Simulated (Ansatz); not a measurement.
# C2H2FNO: a nudged elastic band in two tries

The task is a band of images between two relaxed ends. SMILES of the start: N=C=C(O)F.

All numbers below are computed with Ansatz 0.2.0 (UKS PBE/def2-SVP).

### 1 Starting point

Bond lengths: N1–C2 1.243 Å, C2–C3 1.331 Å, C3–O4 1.353 Å, C3–F5 1.358 Å, N1–H6 1.040 Å, O4–H7 0.979 Å. Angles: N1–C2–C3 170.4°, C2–N1–H6 113.6°, C2–C3–O4 123.5°, C2–C3–F5 120.5°, O4–C3–F5 115.4°, C3–O4–H7 108.7°.

Structure file:

```xyz
7

N    -0.7316    0.4395    1.7412
C    -0.2931    0.2897    0.5877
C     0.3634    0.0631   -0.5482
O     0.2877   -1.1001   -1.2361
F     1.0133    1.0731   -1.1826
H    -1.7318    0.7216    1.7735
H     1.1534   -1.5549   -1.1810
```

### 2 The run

Contents of input.yaml:

```yaml
crystal:
  periodic: [false, false, false]
  atoms:
    - { symbol: "N", position_ang: [-0.731568, 0.439464, 1.741189] }
    - { symbol: C, position_ang: [-0.293134, 0.289688, 0.587677] }
    - { symbol: C, position_ang: [0.363389, 0.063117, -0.548247] }
    - { symbol: O, position_ang: [0.287702, -1.100052, -1.236081] }
    - { symbol: F, position_ang: [1.013269, 1.073077, -1.182621] }
    - { symbol: H, position_ang: [-1.731845, 0.721639, 1.773517] }
    - { symbol: H, position_ang: [1.153386, -1.554932, -1.181036] }
magnetization:
  spin_polarized: true
basis:
  gaussian: { orbitals: def2-SVP }
hamiltonian:
  xc: pbe
neb:
  order_check: false
  images: 0
  f_tol: 0.03
  max_iterations: 8
  final_atoms:
    - { symbol: "N", position_ang: [-0.77762709, 0.54943183, 1.72432374] }
    - { symbol: C, position_ang: [-0.27534102, 0.30900864, 0.61119678] }
    - { symbol: C, position_ang: [0.51296396, 0.03675201, -0.42905556] }
    - { symbol: O, position_ang: [0.91765005, -1.20623288, -0.76758012] }
    - { symbol: F, position_ang: [0.95067809, 1.03512851, -1.2387189] }
    - { symbol: H, position_ang: [-1.81356561, 0.63978532, 1.70086881] }
    - { symbol: H, position_ang: [0.54644062, -1.43187243, -1.64663675] }
  initial_path:
    images:
      - { positions_ang: [[-0.731568, 0.439464, 1.741189], [-0.293134, 0.289688, 0.587677], [0.363389, 0.063117, -0.548247], [0.287702, -1.100052, -1.236081], [1.013269, 1.073077, -1.182621], [-1.731845, 0.721639, 1.773517], [1.153386, -1.554932, -1.181036]] }
      - { positions_ang: [[-0.70432827, 0.48537815, 1.76590919], [-0.26984742, 0.31321796, 0.63705403], [0.35441982, 0.06447599, -0.50060876], [0.2982641, -1.12315579, -1.13077724], [1.00336365, 1.05179807, -1.16925292], [-1.69292512, 0.63539974, 1.60776747], [1.07225225, -1.49511311, -1.25569378]] }
      - { positions_ang: [[-0.67708855, 0.5312923, 1.79062939], [-0.24656085, 0.33674792, 0.68643107], [0.34545063, 0.06583497, -0.45297051], [0.3088262, -1.14625959, -1.02547348], [0.9934583, 1.03051914, -1.15588485], [-1.65400524, 0.54916047, 1.44201795], [0.99111851, -1.43529421, -1.33035156]] }
      - { positions_ang: [[-0.64984882, 0.57720644, 1.81534958], [-0.22327427, 0.36027788, 0.7358081], [0.33648145, 0.06719396, -0.40533227], [0.3193883, -1.16936338, -0.92016972], [0.98355295, 1.00924021, -1.14251677], [-1.61508537, 0.46292121, 1.27626842], [0.90998476, -1.37547532, -1.40500934]] }
      - { positions_ang: [[-0.62260909, 0.62312059, 1.84006977], [-0.19998769, 0.38380784, 0.78518513], [0.32751226, 0.06855294, -0.35769402], [0.3299504, -1.19246718, -0.81486597], [0.9736476, 0.98796128, -1.12914869], [-1.57616549, 0.37668195, 1.1105189], [0.82885101, -1.31565642, -1.47966713]] }
      - { positions_ang: [[-0.59536937, 0.66903474, 1.86478996], [-0.17670112, 0.40733779, 0.83456217], [0.31854308, 0.06991193, -0.31005578], [0.3405125, -1.21557097, -0.70956221], [0.96374225, 0.96668235, -1.11578061], [-1.53724561, 0.29044269, 0.94476937], [0.74771727, -1.25583753, -1.55432491]] }
      - { positions_ang: [[-0.63182091, 0.64511416, 1.83669672], [-0.1964291, 0.38767196, 0.78988909], [0.35742725, 0.06327994, -0.33385573], [0.45594001, -1.21370335, -0.72116579], [0.96112942, 0.98037158, -1.14036827], [-1.59250961, 0.36031121, 1.09598926], [0.70746194, -1.29104451, -1.57278728]] }
      - { positions_ang: [[-0.66827245, 0.62119358, 1.80860347], [-0.21615708, 0.36800613, 0.74521601], [0.39631143, 0.05664796, -0.35765569], [0.57136752, -1.21183573, -0.73276937], [0.95851659, 0.99406081, -1.16495593], [-1.64777361, 0.43017974, 1.24720915], [0.66720661, -1.32625149, -1.59124964]] }
      - { positions_ang: [[-0.704724, 0.597273, 1.78051023], [-0.23588506, 0.3483403, 0.70054293], [0.4351956, 0.05001598, -0.38145565], [0.68679503, -1.20996811, -0.74437296], [0.95590375, 1.00775005, -1.18954358], [-1.70303761, 0.50004827, 1.39842904], [0.62695128, -1.36145847, -1.60971201]] }
      - { positions_ang: [[-0.74117554, 0.57335241, 1.75241698], [-0.25561304, 0.32867447, 0.65586986], [0.47407978, 0.043384, -0.4052556], [0.80222254, -1.20810049, -0.75597654], [0.95329092, 1.02143928, -1.21413124], [-1.75830161, 0.56991679, 1.54964893], [0.58669595, -1.39666545, -1.62817438]] }
      - { positions_ang: [[-0.77762709, 0.54943183, 1.72432374], [-0.27534102, 0.30900864, 0.61119678], [0.51296396, 0.03675201, -0.42905556], [0.91765005, -1.20623288, -0.76758012], [0.95067809, 1.03512851, -1.2387189], [-1.81356561, 0.63978532, 1.70086881], [0.54644062, -1.43187243, -1.64663675]] }
```

On the command line:

```bash
$ ansatz run input.yaml --threads 2 --pin off --max-ram 3072MiB --backend cpu --events-out ev --progress --plain --runs-dir out
```

**Question.** What will these runs give? Wanted: first try.

The runs gave:

```
 quantity                             value
first try                           refused
    cause  the band is given no inner image
```

The fault in the first input was caught at the input check and cost nothing.
